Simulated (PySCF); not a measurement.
Compound: C₃H₂Cl (doublet state).
Geometry (GFN2-xTB, Å), atoms numbered from 1 in this order:
```xyz
6
C3H2Cl angstrom
C      1.542   -0.173   -0.176
C      0.340   -0.115   -0.003
C     -1.004   -0.018    0.174
Cl    -1.872    1.351   -0.364
H      2.579   -0.255   -0.309
H     -1.581   -0.787    0.656
```

The species is `C([CH]Cl)#C` [radical].

Computed, not measured: UKS B3LYP, pcH-1 on C Cl H, non-relativistic, mean-field spin-orbit, GIAO (PySCF). Geometry: GFN2-xTB; no solvent, vibrations or thermal averaging. A GFN2-xTB geometry isn't a minimum of the functional, and hyperfine couplings can be far from their values at a DFT geometry.

The Mulliken spin populations are largest on C3 (+0.70), C1 (+0.52), C2 (-0.24) and Cl4 (+0.08). The angles at C3 add up to 360.0°, so it is planar; its axial dipolar tensor and the negative coupling of its proton fit spin in a p orbital normal to that plane.

Problem. Find Q in a(H) = Q·ρ(C) for the protons on the planar carbons that carry spin.

Solution. 
| H | C | ρ(C) | a(H) (G) | a/ρ (G) |
| --- | --- | --- | --- | --- |
| H6 | C3 | +0.704 | -19.16 | -27.2 |

One proton gives one ratio, Q = -27.2 G, and no test of linearity. In every row coupling and population have opposite signs.

Couplings in gauss use g_iso = 2.0063.
